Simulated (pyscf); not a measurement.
Elementary routes open to Cl–GeH•–Cl + H₂ in the gas phase (doublet surface):
A. Cl–Ge:–Cl [singlet] + H₂ + H• (Ge–H, H–H broken; H–H formed)
B. Cl–GeH₂–Cl + H• (H–H broken; Ge–H formed)

PySCF, gas phase, ωB97X-D3(BJ)/def2-SVP geometries.

### Question
Rank the routes by free-energy barrier at 298 K, lowest first, for ωB97M-D3(BJ)/def2-TZVP energies (ideal gas, 1 atm, RRHO with modes under 100 cm⁻¹ raised to 100, one conformer, R ln 2 for chiral ones without a mode under 150 cm⁻¹).

### Answer
B (31.4 kcal/mol), A (43.0 kcal/mol)

Route B is the fastest of these, ahead of the next by 11.6 kcal/mol. The most stable products are those of B (ΔG = +23.9 kcal/mol), so kinetics and thermodynamics agree. At 1200 K B is still the fastest. Only these routes are compared; each barrier is that of the saddle found, and lower ones may exist. Elements up to Kr have no core potential and no relativistic terms here.
